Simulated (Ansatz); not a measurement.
Input file:

```yaml
crystal:
  periodic: [false, false, false]
  atoms:
    - {symbol: As, position_ang: [-0.000607, -0.028458, 0.000850]}
    - {symbol: H, position_ang: [-0.001440, 1.028005, -1.096198]}
    - {symbol: H, position_ang: [0.046524, 1.087305, 1.032989]}
basis:
  gaussian: {orbitals: aug-cc-pVDZ}
magnetization: {spin_polarized: false, initial_magnetization: 1}
correlation: {method: sc_nevpt2, electrons: outside_noble_gas, active_space: {window: {electrons: 1, orbitals: 5}, states: [{multiplicity: 2, weights: [1, 0.5]}]}}
accuracy: high
```

```sh
$ ansatz run in.yaml --threads 1 --pin off --events-out ev --progress --plain --max-ram 2393MiB
```

Log:

```
1015 factors; integrals over basis functions are off by at most 4.5e-9 eV
mean field evaluation 1: about -60825.5069 eV, gradient 6.7e0 eV
mean field evaluation 2: about -60825.5098 eV, gradient 6.7e0 eV
mean field evaluation 4: about -60825.8355 eV, gradient 5.2e-1 eV
mean field evaluation 8: about -60825.8376 eV, gradient 5.2e-6 eV
mean field -60825.83761357 eV, -2235.3083030652 hartree, gradient 1.8e-8 eV, S^2 0.750000; 0 other end points of the search recorded, 0 dependent functions left out
reference -60825.83761357 eV, -2235.3083030652 hartree; 18, 17 occupied and 36, 37 virtual orbitals, 1015 factors
state -60825.82306320 eV, -2235.3077683489 hartree
state -60820.38604728 eV, -2235.1079616991 hartree
state -60825.82306320 eV, -2235.3077683489 hartree; corrected -60828.85859308 eV, -2235.4193220146 hartree
state -60820.38604728 eV, -2235.1079616991 hartree; corrected -60823.36799119 eV, -2235.2175461166 hartree
WARN: 3 active orbitals are nearly empty or full. The corrections depend on them more than the energy does, and are more stable in an active space without them
Total energy: -60827.02839245 eV, -2235.3520633820 hartree
```

Natural occupations, averaged over the states: 0.6667 0.3333 0.0000 0.0000 0.0000.

The total printed last is the weighted mean of the 2 states, 1.830 eV above the lowest of them, and is no single state's energy. Before any correction even the lowest state lies above the reference determinant, by 0.01 eV, so the averaged orbitals or the space serve it badly.

Ran on 1 thread of Intel Xeon Platinum 8259CL, shared host: 7.5 s wall, 0.19 GiB peak host memory.
